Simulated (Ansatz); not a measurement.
Results of r²SCAN-D4 (Ansatz, an electronic-structure program, PAW) for hcp Er.

Numerical settings: plane-wave cutoff 500 eV, 24×24×14 k mesh (along the axes of the cell as run), Fermi–Dirac smearing 0.1 eV, spin-polarised with parallel moments, scalar-relativistic PAW data made under PBE.

Computed at the level's own relaxed cell.

Problem. Estimate the equilibrium volume per atom, lattice parameter a, c axis length and magnetic moment per atom (the cell's total over its atoms) that the calculation returns.

Solution. 
equilibrium volume per atom: 32.60 Å³/atom
lattice parameter a: 3.605 Å
c axis length: 5.794 Å
magnetic moment per atom (the cell's total over its atoms): 3.44 μB

Measured, for comparison: equilibrium volume per atom 30.64 Å³/atom (room temperature, not corrected to a static lattice; as tabulated in Söderlind et al. (2014), doi:10.1088/0953-8984/26/41/416001); lattice constant a 3.559 Å, lattice parameter c 5.585 Å (293 K, not corrected to a static lattice; as tabulated in Wikipedia's data pages). Computed (rounded) less measured: equilibrium volume per atom +6.4 %, lattice constant a +1.3 %, lattice parameter c +3.7 %.

Note: the 4f shell is treated without U or exact exchange, so its levels and filling can be wrong; the collinear magnetic order is the start's and need not be the measured one.

Moments are spin moments.

Spin–orbit coupling is not included.

Cost on a shared machine: around 23 core-minutes (rough).
